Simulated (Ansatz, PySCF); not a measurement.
Species: C$_{2}$H$_{5}$O, charge -1, multiplicity 1. It need not be the lowest isomer of its formula. Whether it binds its extra electron was not tested at this geometry. 
Geometry from a B3LYP-D3(BJ)/def2-TZVP (Ansatz, a quantum-chemistry and plane-wave program) optimisation:
SMILES: C[CH-]O
```xyz
8

C      1.1450    -0.3814     0.1474
C      0.0320     0.6571     0.1106
O     -1.2331    -0.1262    -0.2193
H     -1.7954     0.0945     0.5218
H      0.2075     1.2392    -0.8193
H      2.1194     0.1301     0.1669
H      1.0995    -1.0098     1.0504
H      1.1713    -1.0987    -0.7136
```
Charge -1, spin multiplicity 1.

Total electronic energies in hartree. Valence correlation only, unless marked. Spin-orbit coupling is left out. Non-relativistic. CBS marks a two-point X^-3 extrapolation of the correlation energy; Hartree-Fock from the larger set. The bracket is a focal-point correction in the basis named.

```
level                                                                program  energy (Eh)
-------------------------------------------------------------  -------------  -----------
HF/cc-pVDZ                                                            Ansatz   -153.38507
HF/cc-pwCVTZ                                                          Ansatz   -153.44246
RI-HF/cc-pVTZ                                                         Ansatz   -153.44167
SVWN5/def2-TZVPD                                                      Ansatz   -153.14301
r2SCAN/def2-TZVPD                                                     Ansatz   -154.33728
r2SCANh/def2-TZVPD                                                    Ansatz   -154.32793
r2SCAN0/def2-TZVPD                                                    Ansatz   -154.31471
PW6B95-D3(BJ)/def2-TZVPD                                       PySCF + dftd3   -154.61002
M06-2X/def2-TZVPD                                                      PySCF   -154.35436
MP2/aug-cc-pVTZ                                                       Ansatz   -154.08737
SCS-MP2/cc-pVTZ                                                       Ansatz   -154.05430
CCSD/aug-cc-pVTZ                                                      Ansatz   -154.10822
CCSD(T)/6-31G*                                                        Ansatz   -153.85162
CCSD(T)/cc-pVDZ                                                        PySCF   -153.92104
RI-MP2/CBS(aug-cc-pVTZ,aug-cc-pVQZ)+[CCSD(T)-MP2]/aug-cc-pVTZ         Ansatz    -154.2073
```

Totals of different functionals don't rank their quality; only differences between species are comparable.
